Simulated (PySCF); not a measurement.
Some computed properties have been withheld. Give your best values.

Compound: 1,2-dichloroethane, C₂H₄Cl₂.
SMILES: `ClCCCl`

Conformer (atom-mapped SMILES and torsion angles): `[Cl:1][CH2:2][CH2:3][Cl:4]`: Cl1–C2–C3–Cl4 180°.

```tsv
property	level	value
point group of the GFN2-xTB geometry	GFN2-xTB	C2h
rotational constants A, B, C of the GFN2-xTB geometry	GFN2-xTB	?
dipole moment	PBE0/def2-SVPD	0.00 D by symmetry (numerical residue 0.01 D)
HOMO energy	PBE0/def2-SVPD	?
LUMO energy	PBE0/def2-SVPD	-0.04 eV
lowest singlet excitation	TDDFT PBE0/def2-SVPD	?
strongest line among the 8 lowest singlet transitions	TDDFT PBE0/def2-SVPD	?
lowest triplet excitation (Tamm–Dancoff)	TDA PBE0/def2-SVPD	6.55 eV
static isotropic polarisability	PBE0/def2-SVPD	?
electronic spatial extent ⟨r²⟩ about the centre of nuclear charge	PBE0/def2-SVPD	711 bohr²
13C chemical shifts (computed TMS as zero) by class	GIAO PBE0/pcSseg-1	48.9 (2 C) ppm
1H chemical shifts (computed TMS as zero) by class	GIAO PBE0/pcSseg-1	?
isotropic shieldings of nuclei other than C and H, by class	GIAO PBE0/pcSseg-1	855 (2 Cl) ppm
core binding energies	ΔSCF SCAN, pcX-2 on the ionised atom, pcseg-1 elsewhere, spin-free X2C, 2p3/2 from a spin–orbit splitting computed afterwards within the 2p shell	?
```

The electronic properties come from PySCF, for the isolated species, density fitting.

Task: What is the HOMO energy?

Result: -8.78 eV.

Task: What is the strongest line among the 8 lowest singlet transitions?

Result: S8 at 8.40 eV (148 nm, f = 0.109).

Task: The static isotropic polarisability?

Result: 55.0 au.

Task: Give the 1H chemical shifts (computed TMS as zero) by class.

Result: 3.59 (4 H) ppm.

Task: The rotational constants A, B, C of the GFN2-xTB geometry?

Result: 29.291, 1.515, 1.467 GHz.

Task: The core binding energies?

Result: Cl2p3/2 206.3 (×2), C1s 292.9 (×2), Cl1s 2828.9 (×2) eV.

Task: What is the lowest singlet excitation?

Result: 7.24 eV (171 nm, f = 0.038).

The rotational constants make it an asymmetric top with κ = (2B − A − C)/(A − C) = -1.00, nearer the prolate limit (−1). The principal polarisabilities are 44.6, 47.3 and 73.2 au; their mean is the isotropic value. The vertical singlet–triplet gap S1 − T1 is 0.69 eV (TDDFT singlet less Tamm–Dancoff triplet; S1: HOMO→LUMO, weight 0.92; T1: HOMO→LUMO, weight 0.85).

One conformer stands for the species.
